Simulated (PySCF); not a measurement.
**Beryllium: a sound run and one with changed settings**

Sound run: Be [He] 2s2, Be⁺ [He] 2s1. Calculation: PySCF 2.14, in aug-cc-pVDZ (4s3p2d, 23 functions); no relativity, point nucleus. In the sound run the correlated levels freeze 1s2. The sound run starts from symmetry-adapted Hartree-Fock orbitals and uses a fine grid where one is needed.

A second run was set up differently.

```
species   method  sound run (hartree)  changed run (hartree)  converged
     Be      UHF            -14.57238              -14.57238        yes
     Be   r2SCAN            -14.64750              -14.64750        yes
     Be     MN15            -14.65775              -14.65775        yes
     Be      MP2            -14.59815              -14.57762        yes
     Be  CCSD(T)            -14.61690              -14.61690        yes
    Be⁺      UHF            -14.27563              -14.27563        yes
    Be⁺   r2SCAN            -14.32309              -14.32309        yes
    Be⁺     MN15            -14.32713              -14.32713        yes
```

Ionisation energy of Be:

```csv
method,sound run (eV),changed run (eV)
UHF,8.075,8.075
r2SCAN,8.828,8.828
MN15,8.997,8.997
MP2,8.776,8.217
SCS-MP2,8.916,8.246
CCSD,9.286,9.286
CCSD(T),9.286,9.286
CCSDT,9.286,9.286
FCI,9.286,9.286
```

Q: What was changed?
A. radial grid too coarse
B. angular grid far too coarse
C. basis contracted for another Hamiltonian
D. level shift left on

A: D. It used initial guess minao, at most 50 SCF cycles, level shift 2.0 hartree. A level shift leaves the converged SCF energy unchanged but raises the virtual orbital energies, which shrinks MP2 if it is not removed.
